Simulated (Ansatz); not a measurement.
`N[Si]F` + HCl → `N[Si]Cl` + H–F at 600 K and 1 bar (ligand exchange at the Si–F bond).

Isolated molecules relaxed with PBE0-D4/def2-TZVP in Ansatz; ΔE leaves out vibrations. CCSD(T)/CBS is frozen-core, at the limit of the def2 triple- and quadruple-zeta sets. One conformer a species, not always the lowest.

| species | CCSD(T)/CBS energy (Eh) | H − E (kJ/mol) | S (J/(mol·K)) |
| --- | --- | --- | --- |
| `N[Si]F` | -444.83821 | 109.0 | 318.2 |
| HCl | -460.38167 | 35.4 | 207.2 |
| `N[Si]Cl` | -804.81294 | 108.1 | 331.4 |
| H–F | -100.39431 | 42.3 | 194.0 |

H − E and S are ideal-gas, rigid-rotor, harmonic terms from PBE0-D4/def2-TZVP, for one conformer and one mirror image of each species. 1 Eh = 2625.50 kJ/mol, R = 8.31446 J/(mol·K).

Problem. By hand: ΔE, ΔH, ΔS and ΔG.

Solution. ΔE = (-804.81294) + (-100.39431) − (-444.83821) − (-460.38167) = 0.01263 Eh = 33.2 kJ/mol. Δ(H − E) = 108.1 + 42.3 − 109.0 − 35.4 = 6.0, so ΔH = 39.2 kJ/mol. ΔS = 331.4 + 194.0 − 318.2 − 207.2 = 0.0 J/(mol·K). ΔG = 39.2 − 600 × (0.0)/1000 = 39.2 kJ/mol.

Problem. By hand: the equilibrium constant, and the temperature at which ΔG would vanish if ΔH and ΔS stayed fixed.

Solution. log₁₀ K = −ΔG/(RT ln 10) = -3.4. With ΔH or ΔS at zero there is no such temperature.

The number of gas molecules stays the same, so ΔS is small and ΔH decides. A doubt of 5 kJ/mol in ΔE shifts log₁₀ K by 0.4 here. Other conformers and mirror images would add mixing entropy, several J/(mol·K) or more a flexible species. These are equilibria of isolated gas molecules and say nothing of rates. Largest T1 diagnostic: 0.014 (customary marks: 0.02 for closed shells, 0.045 for open ones).

ΔS is within the doubt of such terms, so its sign, and with it that verdict, could turn.
